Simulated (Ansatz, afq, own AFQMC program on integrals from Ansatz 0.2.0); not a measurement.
**Where AFQMC and coupled cluster stand for NH2S, doublet**

| atom | x (Å) | y (Å) | z (Å) |
| --- | --- | --- | --- |
| N | 0.0000 | -0.2620 | 1.5177 |
| S | 0.0000 | 0.1298 | -0.6898 |
| H | 0.0000 | 0.6662 | 1.9492 |
| H | 0.0000 | -1.1558 | -1.0964 |

Connectivity, by distances: NH ··· SH.

Basis cc-pVDZ. Noble-gas cores (and the filled d shells of Ga–Kr and In–Xe) are frozen. AFQMC by an in-house program on the Cholesky factors that Ansatz 0.2.0 writes for its CCSD(T) run. ph-AFQMC/CISD is guided by a CISD state made of CCSD amplitudes; releasing the constraint for a short imaginary time cuts its bias at the price of noise, slowly where states lie close. Error bars are statistical, one sigma.

Determinant: ROHF, the one that the program's search chose, which needn't be the lowest solution. The geometry is a point of a scan.

No full CI on the walks' own integrals is used here; CCSDT(Q) serves as the reference and is uncertain by about the last step of the cluster series.

Cautions: higher spins were not checked; a spin-contaminated unrestricted determinant lies lower (UHF 978 meV lower, ⟨S²⟩ 1.43).

* T1 diagnostic: 0.0333
* weight of the determinant in the CISD state: 0.824
* size of the correlated space: 13 electrons in 36 orbitals

Reference: CCSDT(Q), correlation energy -9.283 eV. The released energy is read at 1.62 1/Eh, later times being too noisy (meV from the phaseless value at times in 1/Eh: -58 ± 24 at 0.24, -56 ± 38 at 0.51, -83 ± 47 at 0.99, 4 ± 39 at 1.62, -49 ± 46 at 2.40).

```
         level  E − E(reference) (kJ/mol)  share of correlation (%)
            HF                      895.7                      0.00
           MP2                      146.2                     83.68
          CCSD                       41.5                     95.36
       CCSD(T)                        8.4                     99.06
         CCSDT                        3.3                     99.63
 ph-AFQMC/CISD                  8.8 ± 2.2                     99.01
released AFQMC                  9.2 ± 3.8                     98.97
```

A walk keeps the symmetry of its determinant, which the program's search chose and which needn't be the lowest solution, so a lower state of the same spin and another symmetry isn't excluded. Released energies are given only where the last usable release times agree within the noise; a slower fall can still hide under it.
